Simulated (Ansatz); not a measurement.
CH2, triplet: reading a ladder of total energies

Geometry: a point of a breathe scan, not a stationary point.

```xyz
3

C     0.0000   -0.0773    0.0000
H     0.0000    0.4607   -1.2930
H     0.0000    0.4607    1.2930
```

Basis cc-pVDZ; Ansatz 0.2.0. Only valence electrons are correlated (noble-gas cores frozen), which leaves 6 electrons in 23 orbitals. R marks a restricted (for open shells ROHF) determinant, U an unrestricted one.

Full CI is exact within this basis and frozen core; it isn't the basis-set limit. The frozen core follows each run's orbitals, which can shift R against U totals by a few meV.

Runs differ by some tens of microhartree through their thresholds and, for an open shell, their frozen cores, so steps under 0.1 kcal/mol mean nothing.

| level | total energy (hartree) |
| --- | --- |
| UHF | -38.841741 |
| UMP2 | -38.942985 |
| UCCSD | -38.968217 |
| UCCSD(T) | -38.971156 |
| UCCSDT | -38.971956 |
| UCCSDT(Q) | -38.972109 |
| full CI | -38.972106 |

Task: What is the correlation energy at full CI, and what share of it do UMP2 and UCCSDT recover?

Result: E(corr) = -38.972106 − (-38.841741) = -0.130365 hartree = -3.547 eV. UMP2: -0.101244 / -0.130365 = 77.66 %. UCCSDT: -0.130215 / -0.130365 = 99.88 %.

Task: By how many kcal/mol does UCCSD(T) miss full CI (1 hartree = 627.509 kcal/mol), and which steps make up the rest?

Result: -38.971156 − (-38.972106) = 0.000950 hartree = 0.60 kcal/mol. Steps: UCCSDT − UCCSD(T) = -0.50, UCCSDT(Q) − UCCSDT = -0.10, full CI − UCCSDT(Q) = 0.00 kcal/mol. That is within 1 kcal/mol of the reference in this basis, which itself misses far more of the correlation at the basis-set limit.
